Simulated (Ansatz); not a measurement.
# H₆NPSi: up Jacob's ladder to CCSD(T)

How much do the methods differ for H₆NPSi? The plan is to run it at one geometry with functionals of several rungs and with coupled cluster, and see how far each lands from CCSD(T) at the basis-set limit for the atomisation energy.

The runs use Ansatz 0.2.0, Gaussian basis; functionals in def2-TZVPP, the program's frozen cores in correlated methods.

Levels to be run: LDA (SPW92), PBE-D4, revPBE-D4, BLYP-D4, r2SCAN-D4, B97M-V, PBE0-D4, B3LYP-D4, r2SCANh-D4, r2SCAN0-D4, HSE06-D4, BHLYP-D4, CAM-B3LYP-D4, LC-ωPBE, ωB97X-V, ωB97M-V, B2PLYP, PBE-QIDH; CCSD(T)/def2-SVP; CCSD(T)/def2-TZVPP; MP2/def2-QZVPP; extrapolation to the limit; RPA on PBE.

1 further run of the same task is left out (it didn't finish).

**1. Structure used throughout**

All runs share one geometry, relaxed beforehand with PBE0-D4 in a triple-zeta def2 set.

SMILES `[SiH3]NP`, 9 atoms, charge 0, spin multiplicity 1.

Atoms are counted from 1 here; the program's logs count them from 0.

Bond lengths: Si1–N2 1.726 Å, Si1–H4 1.488 Å, Si1–H5 1.486 Å, Si1–H6 1.488 Å, N2–P3 1.705 Å, N2–H7 1.006 Å, P3–H8 1.426 Å, P3–H9 1.426 Å. Angles: N2–Si1–H4 110.7°, N2–Si1–H5 108.0°, N2–Si1–H6 110.7°, H4–Si1–H5 109.9°, H4–Si1–H6 107.6°, H5–Si1–H6 109.9°, Si1–N2–P3 126.5°, Si1–N2–H7 119.7°, P3–N2–H7 113.8°, N2–P3–H8 100.3°, N2–P3–H9 100.3°, H8–P3–H9 92.2°.

**2. LDA**

This LDA is Slater exchange with PW92 correlation.

Input file in.yaml:

```yaml
crystal:
  periodic: [false, false, false]
  atoms:
    - {symbol: Si, position_ang: [-0.450443, 0.661717, -0.852093]}
    - {symbol: N, position_ang: [0.867133, -0.083656, -0.022800]}
    - {symbol: P, position_ang: [0.765045, -1.074877, 1.360512]}
    - {symbol: H, position_ang: [-1.408162, -0.363213, -1.347663]}
    - {symbol: H, position_ang: [0.104194, 1.431033, -1.996662]}
    - {symbol: H, position_ang: [-1.196980, 1.573340, 0.056316]}
    - {symbol: H, position_ang: [1.806952, 0.056301, -0.353641]}
    - {symbol: H, position_ang: [-0.287848, -1.952614, 0.968869]}
    - {symbol: H, position_ang: [-0.111392, -0.294431, 2.170060]}
basis:
  gaussian: {orbitals: def2-TZVPP}
hamiltonian: {xc: lda}
output: {orbitals: {seedname: orbitals}}
```

Launch:

```console
ansatz run in.yaml --threads 2 --pin off --events-out ev --progress --plain --max-ram 4352MiB
```

Further steps of the session: PBE-D4 (GGA); revPBE-D4 (GGA); BLYP-D4 (GGA); r2SCAN-D4 (meta-GGA); B97M-V (meta-GGA); B3LYP-D4 (hybrid); r2SCANh-D4 (hybrid); r2SCAN0-D4 (hybrid); HSE06-D4 (hybrid); BHLYP-D4 (hybrid); CAM-B3LYP-D4 (range-separated); LC-ωPBE (range-separated); ωB97X-V (range-separated); ωB97M-V (range-separated); B2PLYP (double hybrid); PBE-QIDH (double hybrid); CCSD(T) in def2-SVP; CCSD(T) in def2-TZVPP; MP2 in def2-QZVPP; RPA on PBE orbitals.

Q: Predict the results of all the runs planned. Wanted: atomisation energy, CCSD(T)/CBS; farthest beyond LDA; mean size of error, GGA; mean size of error, meta-GGA; mean size of error, hybrid; mean size of error, range-separated; mean size of error, double hybrid; gap, smallest and largest; T1 diagnostic.

**Answer**, as computed:

| quantity | value |
| --- | --- |
| atomisation energy, CCSD(T)/CBS | 2689.8 kJ/mol |
| functionals within 13.4 kJ/mol (0.5 %) | PBE-D4, BLYP-D4 |
| farthest beyond LDA | PBE-QIDH (-57.1 kJ/mol) |
| mean size of error, GGA | 19.3 kJ/mol |
| mean size of error, meta-GGA | 18.6 kJ/mol |
| mean size of error, hybrid | 34.8 kJ/mol |
| mean size of error, range-separated | 33.7 kJ/mol |
| mean size of error, double hybrid | 44.6 kJ/mol |
| gap, smallest and largest | 4.99 eV (LDA (SPW92)), 12.05 eV (LC-ωPBE) |
| T1 diagnostic | 0.0117 |
| triples share of the correlation energy | 3.6 % |

In words: The LDA atomisation energy is off by 337.5 kJ/mol (13 %): it overbinds. PBE-D4 is off by -2.4 kJ/mol. Double hybrids carry the basis error of their MP2 part in triple zeta, and no dispersion term here, so their miss is partly the set-up's. By mean error the best rung here is meta-GGA (18.6 kJ/mol) and the worst beyond LDA is double hybrid (44.6 kJ/mol). The gap between the best rungs is small, so their order is not settled. The reference freezes the cores and leaves out relativity and excitations past (T), so misses under about 13.4 kJ/mol can't be ranked. Hartree-Fock recovers 70 % of the binding; the rest is correlation. CCSD(T) in def2-SVP is off by -245.4 kJ/mol, so the small basis spoils what the method gains. The gap grows from 5.0 to 12.0 eV across the functionals, mostly with the share of exact exchange.
